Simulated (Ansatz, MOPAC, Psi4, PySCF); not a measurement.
Molecule: O2, net charge 0, triplet state. SMILES: O=O
Structure (B3LYP-D3(BJ)/def2-TZVP (Ansatz, a first-principles code) minimum search):
```xyz
2

O      0.0000     0.0000    -0.6021
O      0.0000     0.0000     0.6021
```
Charge 0, spin multiplicity 3.

Quantity: vertical ionisation energy to the doublet, in eV. Set-up: 6-31G* and kin with 6d, 5d where marked; UHF or UKS for open shells; spin-orbit terms left out; non-relativistic; each state is the SCF solution reached for its charge and spin; PM7 with its own dispersion and hydrogen-bond terms; 6-311+G** with 5d. First-principles rows: single points at B3LYP-D3(BJ) geometries (Ansatz). Semi-empirical rows: differences of heats of formation at the shared geometry for vertical values.

Measured values: CCCBDB table in ASE; they hold spin-orbit and core effects. 

Value to compare with, the measured value: 12.30 eV.

```csv
level,program,vertical ionisation energy to the doublet (eV),error
PM6,MOPAC,11.37,-0.93
PM7,MOPAC,11.01,-1.29
B3LYP/6-31G*,Ansatz,12.92,0.62
B3LYP/6-311+G**,Ansatz,13.12,0.82
M06-2X/6-31G* (5d),PySCF,13.04,0.74
wB97X-D/6-31G*,Psi4,12.95,0.65
wB97X-V/def2-TZVPD,Ansatz,12.84,0.54
```

Among the 6 habitual levels, PM7 lies farthest from the measured value (-1.29 eV); 4 of 6 lie above it, and their mean absolute error is 0.84 eV, the median 0.78. One case shows no general order.

The levels are drawn from those run, B3LYP/6-31G* more often than the rest, none by its result; runs whose electronic state is in doubt are left out.
